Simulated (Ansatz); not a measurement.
# BH3NO: the cost of one run

All numbers below are computed with Ansatz 0.2.0 (RKS B3LYP/def2-SVP).

### 1 The structure to begin with

Bond lengths: N1–B2 1.528 Å, B2–O3 1.266 Å, N1–H4 1.014 Å, N1–H5 1.014 Å, B2–H6 1.270 Å. Angles: N1–B2–O3 125.8°, N1–B2–H6 108.0°, O3–B2–H6 126.1°, B2–N1–H4 113.3°, B2–N1–H5 112.1°, H4–N1–H5 108.1°.

Structure file:

```xyz
6

N    -0.2955    0.3145   -0.7147
B     0.4536   -0.1040    0.5495
O     0.3845    0.4700    1.6754
H    -0.6175   -0.4705   -1.2692
H    -1.0953    0.9030   -0.5072
H     1.1702   -1.1131    0.2661
```

### 2 Relaxing the start

Contents of input.yaml:

```yaml
crystal:
  periodic: [false, false, false]
  atoms:
    - { symbol: "N", position_ang: [-0.29548, 0.31451, -0.71467] }
    - { symbol: B, position_ang: [0.45363, -0.10396, 0.54953] }
    - { symbol: O, position_ang: [0.38449, 0.47004, 1.67538] }
    - { symbol: H, position_ang: [-0.61754, -0.47047, -1.26916] }
    - { symbol: H, position_ang: [-1.09529, 0.90295, -0.50716] }
    - { symbol: H, position_ang: [1.17018, -1.11307, 0.26607] }
total_charge: -1
basis:
  gaussian: { orbitals: def2-SVP }
hamiltonian:
  xc: b3lyp
relax:
  f_tol: 0.02
  max_steps: 40
```

On the command line:

```console
ansatz run input.yaml --threads 1 --pin off --max-ram 2048MiB --backend cpu --events-out ev --progress --plain --runs-dir out
```

What time and memory should one allow on 1 thread of Arm Neoverse N1, shared host?

About 18 s, with a peak of 0.14 GiB.
